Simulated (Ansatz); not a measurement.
A nudged elastic band was laid between two geometries of C2H3F2N (8 atoms, charge 0, multiplicity 1).

Method: Ansatz 0.2.0, RKS r2SCAN-D4/def2-SVPD.

* movable images: 5
* climbing image: yes
* spring: 5.0 eV/Å²
* optimiser: quadratic models (default)
* start path: IDPP
* force threshold: 0.05 eV/Å
* iteration limit: 60
* end points: relaxed

Initial state:

```xyz
8
Properties=species:S:1:pos:R:3
C -0.918 -0.206 0.499
N 0.013 0.743 -0.066
C 1.071 0.377 -0.596
F 1.531 -0.869 -0.740
F 1.951 1.201 -1.124
H -1.071 0.040 1.559
H -0.595 -1.256 0.415
H -1.889 -0.088 -0.002
```

Final state:

```xyz
8
Properties=species:S:1:pos:R:3
C -0.962 -0.422 0.189
N -0.075 0.312 -0.683
C 1.103 0.533 -0.372
F 1.743 0.168 0.742
F 1.950 1.196 -1.131
H -0.497 -0.747 1.133
H -1.335 -1.305 -0.350
H -1.834 0.208 0.416
```

Q: What changes between the two ends?

A: No bond is made or broken. The dihedral H6–C1–N2–C3 goes from 122 to 0°. The two ends are copies of one structure, up to a mirror image or an exchange of like atoms.

Q: What energy profile does the band end with?

A: It converged. The highest image is number 3 of 0 to 6, 3.1 kJ/mol above the ends, which have the same energy within 2 meV. A vibrational analysis at the climbing image gives one clearly imaginary mode, 111i cm⁻¹: a first-order saddle point.

```json
{"image": "0", "path coordinate (Å)": "0.00", "energy (kJ/mol)": "0.0", "dihedral H6–C1–N2–C3 (°)": "122"}
{"image": "1", "path coordinate (Å)": "0.44", "energy (kJ/mol)": "0.7", "dihedral H6–C1–N2–C3 (°)": "102"}
{"image": "2", "path coordinate (Å)": "0.87", "energy (kJ/mol)": "2.3", "dihedral H6–C1–N2–C3 (°)": "81"}
{"image": "3", "path coordinate (Å)": "1.31", "energy (kJ/mol)": "3.1", "dihedral H6–C1–N2–C3 (°)": "60"}
{"image": "4", "path coordinate (Å)": "1.74", "energy (kJ/mol)": "2.3", "dihedral H6–C1–N2–C3 (°)": "40"}
{"image": "5", "path coordinate (Å)": "2.18", "energy (kJ/mol)": "0.8", "dihedral H6–C1–N2–C3 (°)": "20"}
{"image": "6", "path coordinate (Å)": "2.61", "energy (kJ/mol)": "0.0", "dihedral H6–C1–N2–C3 (°)": "0"}
```

Q: What is the geometry of the highest image?

A: 
```xyz
8
Properties=species:S:1:pos:R:3:forces:R:3
C -0.979 -0.281 0.305 -0.01 0.00 0.00
N -0.128 0.628 -0.439 0.00 0.00 0.00
C 1.098 0.452 -0.461 -0.01 0.00 -0.01
F 1.790 -0.518 0.141 0.00 0.00 0.00
F 1.944 1.224 -1.108 0.01 0.00 0.00
H -0.721 -0.288 1.376 0.00 0.00 0.00
H -0.889 -1.314 -0.068 0.00 0.00 0.00
H -2.022 0.039 0.199 0.01 0.00 0.00
```

Q: What are the harmonic wavenumbers there?

A: 111i, 225, 265, 537, 622, 692, 874, 1097, 1111, 1169, 1252, 1416, 1462, 1480, 1879, 3018, 3101, 3142 cm⁻¹.

The run took 3.3 min on 2 threads of Arm Neoverse N1, with other jobs on the host, peak memory 0.17 GiB.
